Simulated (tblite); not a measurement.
C4H12NP.
Structure used (GFN2-xTB), in Å, numbered top down from 1:
```
atom  x, y, z in Å
C1    -1.839    0.638    0.198
N2    -0.692   -0.159   -0.204
C3    -1.132   -1.503   -0.536
P4     0.660   -0.095    0.913
C5     1.101    1.683    0.614
C6     1.925   -0.811   -0.242
H7    -2.522    0.708   -0.651
H8    -1.521    1.642    0.467
H9    -2.388    0.203    1.042
H10   -0.281   -2.116   -0.821
H11   -1.813   -1.440   -1.388
H12   -1.663   -1.997    0.288
H13    2.152    1.818    0.862
H14    0.931    1.939   -0.431
H15    0.520    2.341    1.257
H16    1.727   -0.479   -1.260
H17    1.919   -1.898   -0.197
H18    2.908   -0.469    0.077
```

Calculated harmonic vibrations of the isolated species, GFN2-xTB (tblite), most abundant isotopes, no scaling. Against measured fundamentals such values can be off by several per cent, at times by over 20. One conformer, not necessarily the lowest.

Harmonic wavenumbers (cm⁻¹): 62.9, 173.3, 175.2, 189.8, 218.8, 240.6, 275.8, 293.7, 334.5, 344.8, 417.9, 643.8, 698.8, 720.8, 813.9, 845.5, 883.1, 926.4, 976.2, 1038.3, 1075.0, 1144.2, 1173.3, 1231.5, 1306.2, 1310.1, 1410.1, 1422.9, 1434.7, 1446.4, 1464.5, 1474.5, 1479.8, 1490.8, 1494.7, 1503.4, 2891.5, 2892.1, 2969.4, 2973.0, 2993.9, 2997.8, 3004.6, 3012.0, 3016.1, 3018.5, 3040.5, 3041.4.

A = 3757, B = 2446, C = 1706 MHz; mass 105.071 u (most abundant isotopes); point group Cs, symmetry number 1.

What is the zero-point energy?

½Σν̃ = 33994 cm⁻¹ = 97.19 kcal/mol.

What is S at 273.15 K and 1 bar for an ideal gas of classical rigid rotors and harmonic oscillators?

Translation 39.46, rotation 27.16, vibration 21.42: S = 88.0 cal/(mol K).

And Cp and H(273.15 K) − H(0)?

Cp = 32.65 cal/(mol K), of which vibrations give 24.70 (their classical limit is 48 R = 95.4); H(273.15 K) − H(0) = 5.53 kcal/mol without the zero-point energy, 3.36 from vibrations.

How do the functions run with temperature in this model?

```csv
T (K),S (cal/(mol K)),Cp (cal/(mol K)),H − H(0) (kcal/mol),G − H(0) (kcal/mol),ln q(vib)
150,71.8,22.4,2.13,-8.64,1.86
250,85.2,30.7,4.79,-16.51,4.07
298.15,91.0,34.7,6.37,-20.76,5.16
400,102.4,43.1,10.34,-30.61,7.46
600,122.6,56.9,20.41,-53.15,11.91
900,148.6,71.2,39.79,-93.95,18.24
```

q(vib) and H(0) count from the zero-point level.

Blend soft modes into free rotors: weight 1/[1 + (100 cm⁻¹/ν̃)⁴] for the oscillator and the rest for a rotor with moment μB/(μ + B), μ = h/(8π²ν), B = 10⁻⁴⁴ kg m². What vibrational entropy results?

20.62 cal/(mol K) in place of 21.42, which changes −T·S at 273.15 K by +0.22 kcal/mol.

Which modes carry the vibrational entropy at 273.15 K?

62.9 cm⁻¹: 4.19; 173.3 cm⁻¹: 2.24; 175.2 cm⁻¹: 2.22; 189.8 cm⁻¹: 2.07; 218.8 cm⁻¹: 1.81; 240.6 cm⁻¹: 1.64 cal/(mol K); the other 42 give 7.25 together.

What must be added to the electronic energy to get the Gibbs energy at 273.15 K and 1 bar?

ZPE + [H(273.15 K) − H(0)] − T·S = 97.19 + 5.53 − 24.05 = 78.67 kcal/mol.

Hindered rotation and anharmonicity are outside this model. Other conformers, if any are populated, would add a mixing term that is left out.
